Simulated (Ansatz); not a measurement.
Two shapes of doublet O₃(+).

Shape 1:

```xyz
3

O     0.1591    0.2857    0.2503
O    -0.8371    0.5169   -0.3577
O     0.6796   -0.7787    0.1399
```

Shape 2:

```xyz
3

O    -0.1932   -0.1387   -0.3467
O     0.2569    1.0090   -0.2919
O    -0.0637   -0.8703    0.6386
```

Basis set: def2-SVP (spherical functions). Charge 1, multiplicity 2.

Computed with Ansatz (development build ahead of 0.2.0); each method stands on the lowest determinant of its kind that the runs found.

Task: Which shape is lower in energy, and by how much in each method?

Result:

```json
{"method": "UHF", "E(2) − E(1) (eV)": "-0.209"}
{"method": "PBE0 (unrestricted)", "E(2) − E(1) (eV)": "-0.130"}
```

Shape 2 is lower. Caution: the unrestricted determinant is spin contaminated; the determinant breaks the point group. Caution for UHF: the unrestricted determinant is a mixture of spin states.
